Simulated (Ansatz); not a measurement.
Reaction: B2F4 (difluoroboranyl(difluoro)borane, SMILES FB(F)B(F)F) → 2 BF2 (SMILES F[B]F, doublet) (the B-B bond breaks)
Each species at its own B3LYP-D3(BJ)/def2-TZVP minimum (Ansatz, a first-principles code), one conformer.

Total energies in hartree (Ansatz). Open shells are spin-unrestricted; no spin-orbit coupling. Correlated methods leave the cores frozen. No relativity.

```tsv
species	HF/cc-pVTZ	CCSD(T)/cc-pVTZ	HF/cc-pVQZ	CCSD(T)/cc-pVQZ	CCSD(T)/cc-pVDZ	CCSDT(Q)/cc-pVDZ
1: B2F4 (SMILES FB(B(F)F)F)	-447.54461	-448.76326	-447.58036	-448.90276	-448.30446	-448.30730
2: BF2 (SMILES [B](F)F, doublet)	-223.70714	-224.29755	-223.72596	-224.36761	-224.06659	-224.06803
```

Question: Work out the bond dissociation energy (electronic) in kcal/mol: take Hartree-Fock from cc-pVQZ, extrapolate the CCSD(T) correlation energy as X^-3 (X = 3, 4), and add CCSDT(Q) - CCSD(T) in cc-pVDZ. 1 hartree = 627.51 kcal/mol.

Answer: 
Species 1: correlation (64·(-1.32240) - 27·(-1.21865))/37 = -1.39811; step -0.00284; E1 = -447.58036 + (-1.39811) + (-0.00284) = -448.98131
Species 2: correlation (64·(-0.64165) - 27·(-0.59041))/37 = -0.67904; step -0.00144; E2 = -223.72596 + (-0.67904) + (-0.00144) = -224.40644
-1·E1 +2·E2 = 0.16843 hartree = 105.7 kcal/mol.
